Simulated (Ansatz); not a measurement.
Seven cases of atomisation energy of first-row species (electronic energies, kcal/mol); geometries: B3LYP-D3(BJ)/def2-TZVP. The cases were drawn at random from those of this class that have a high level and all functionals, leaving out states under which another spin lies or may lie. Left out are anions, K, Ca, elements past Kr, ionisation of Li, Na and Mg, pi-pi* triplets of linear molecules and other triplets made from a closed-shell parent. Runs that doubt their state, and full CI more than 15 mEh from coupled cluster, are set aside; a case stays where another high level and all functionals remain. AFQMC serves as high level only in triple zeta or larger, with a steady walk, a bar under 0.8 kcal/mol and agreement with other high levels or trials where they ran; where none ran, an unstable determinant or (outside 3d species) a high T1 diagnostic also bars it, so strongly correlated cases are thinned. No case was kept or dropped by the size of a functional's miss. High levels with a bar over 0.5 kcal/mol are left out too, and the seventh case lies inside the range of the six. Affinities count positive where energy is released, gaps as the second state minus the first. r2SCAN is by Ansatz (a first-principles code) in def2-TZVPD. High levels (Ansatz): P = CCSD(T)/CBS(cc-pVQZ,cc-pV5Z) + [CCSDT(Q) - CCSD(T)]/cc-pVDZ + core + X2C; Q = CCSD(T)/CBS(cc-pVQZ,cc-pV5Z) + [CCSDT(Q) - CCSD(T)]/cc-pVQZ + [CCSDTQ - CCSDT(Q)]/cc-pVDZ + core + X2C; R = CCSD(T)/CBS(cc-pVQZ,cc-pV5Z) + [CCSDT(Q) - CCSD(T)]/cc-pVTZ + [CCSDTQ - CCSDT(Q)]/cc-pVDZ + core + X2C; S = CCSD(T)/CBS(cc-pVTZ,cc-pVQZ) + [CCSDT(Q) - CCSD(T)]/cc-pVDZ + core + X2C. Radicals and triplets start from unrestricted determinants; spin-orbit coupling is neglected. CBS(X,Y): correlation extrapolated as X^-3, Hartree-Fock from the larger set (Q,5: extrapolated as (X+1)exp(-9√X)). A bracket is a step between two methods taken in the basis named. The functionals are non-relativistic, so their misses hold any scalar relativity. '+ core + X2C': CCSD(T) terms for core correlation (cc-pwCVTZ) and scalar relativity (cc-pVTZ-DK). Where a partner has so few electrons that a lower coupled-cluster level is exact, that level stands in. The restricted determinant of F2 (FF, singlet) is unstable towards broken spin symmetry in at least one set run. The UHF reference of CH2N (C=[N], doublet) is spin-contaminated (<S^2> up to 0.18 over the pure value in the sets run). The UHF reference of C3H3 (C#C[CH2], doublet) is spin-contaminated (<S^2> up to 0.21 over the pure value in the sets run).

```json
[
 {"case": "CH5N (SMILES CN)", "r2SCAN": "577.4", "level": "P", "high level": "582.4"},
 {"case": "H4BNO2 (SMILES NB(O)O)", "r2SCAN": "787.1", "level": "S", "high level": "791.2"},
 {"case": "BF3 (SMILES FB(F)F)", "r2SCAN": "471.6", "level": "P", "high level": "470.6"},
 {"case": "CF (SMILES [C]F, doublet)", "r2SCAN": "134.4", "level": "Q", "high level": "132.6"},
 {"case": "F2 (molecular fluorine, SMILES FF)", "r2SCAN": "38.7", "level": "Q", "high level": "38.9"},
 {"case": "CH2N (SMILES [N]=C, doublet)", "r2SCAN": "345.2", "level": "R", "high level": "343.4"},
 {"case": "C3H3 (SMILES C([CH2])#C, doublet)", "r2SCAN": "612.6", "level": "P", "high level": "withheld"}
]
```

Fit a straight line from r2SCAN to the high level over the first six rows by least squares, predict the seventh, and compare with the calculation.

Means: r2SCAN 392.40, high level 393.18. Sxx = 390181, Sxy = 393124, slope 1.0075, intercept -2.16 kcal/mol; residual standard deviation 2.4 kcal/mol. Seventh row: 1.0075·(612.6) -2.16 = 615.0 kcal/mol. The calculation gave 606.0 kcal/mol: the line differs from it by +9.0, r2SCAN itself by +6.6.
